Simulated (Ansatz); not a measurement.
The input, for Ansatz 0.2.0:

```yaml
crystal:
  periodic: [false, false, false]
  atoms:
    - {symbol: Si, position_ang: [0.000614, -0.057778, -0.057377]}
    - {symbol: H, position_ang: [-0.030465, 2.868384, 2.848477]}
    - {symbol: H, position_ang: [-0.015883, -1.135410, 1.027610]}
    - {symbol: H, position_ang: [0.017111, 1.019854, -1.142364]}
    - {symbol: H, position_ang: [0.012139, -1.142885, -1.134953]}
basis:
  gaussian: {orbitals: cc-pVDZ}
magnetization: {spin_polarized: false, initial_magnetization: 2}
correlation: {method: fci, electrons: outside_noble_gas}
```

```sh
$ ansatz run in.yaml --threads 5 --pin off --events-out ev --progress --plain --max-ram 130560MiB --backend cuda --devices 0, --max-vram 75GiB
```

Q: Roughly how long does this take on 5 threads of AMD EPYC 7R13 with a whole H100 80 GB, shared host, and how much host memory?

A: 20 s wall and 0.89 GiB.

```
691 factors; integrals over basis functions are off by at most 2.1e-7 eV
mean field evaluation 1: about -7918.9196 eV, gradient 9.9e0 eV
mean field evaluation 2: about -7918.9333 eV, gradient 9.9e0 eV
mean field evaluation 4: about -7919.6892 eV, gradient 1.2e0 eV
mean field evaluation 8: about -7919.7090 eV, gradient 4.8e-2 eV
mean field evaluation 16: about -7918.7170 eV, gradient 2.3e-1 eV
mean field evaluation 32: about -7918.4370 eV, gradient 6.0e0 eV
mean field -7919.70903248 eV, -291.0439387720 hartree, gradient 7.0e-7 eV, S^2 2.000000; 6 other end points of the search recorded, 0 dependent functions left out
mean field evaluation 64: about -7919.8187 eV, gradient 9.1e-1 eV
mean field evaluation 96: about -7915.0938 eV, gradient 1.3e0 eV
determinant -7919.70903248 eV, -291.0439387720 hartree, with singles and doubles -7923.45330225 eV, -291.1815381482 hartree
determinant -7918.71547665 eV, -291.0074262688 hartree, with singles and doubles -7922.25562723 eV, -291.1375244031 hartree
5 core orbitals not correlated: weight in the atoms' cores, before any rotation towards them, 1.000 or more for the frozen orbitals, at most 0.000 for the correlated occupied ones
reference -7919.70903248 eV, -291.0439387720 hartree; 5, 3 occupied and 28, 30 virtual orbitals, 691 factors
state -7923.56918442 eV, -291.1857967393 hartree
Total energy: -7923.56918442 eV, -291.1857967393 hartree
```

Natural occupations: 1.9571 1.9318 1.9247 1.0000 0.9850 0.0755 0.0290 0.0195 0.0119 0.0114 0.0104 0.0094 0.0076 0.0067 0.0050 0.0038 0.0018 0.0017 0.0017 0.0015 0.0012 0.0010 0.0007 0.0007.
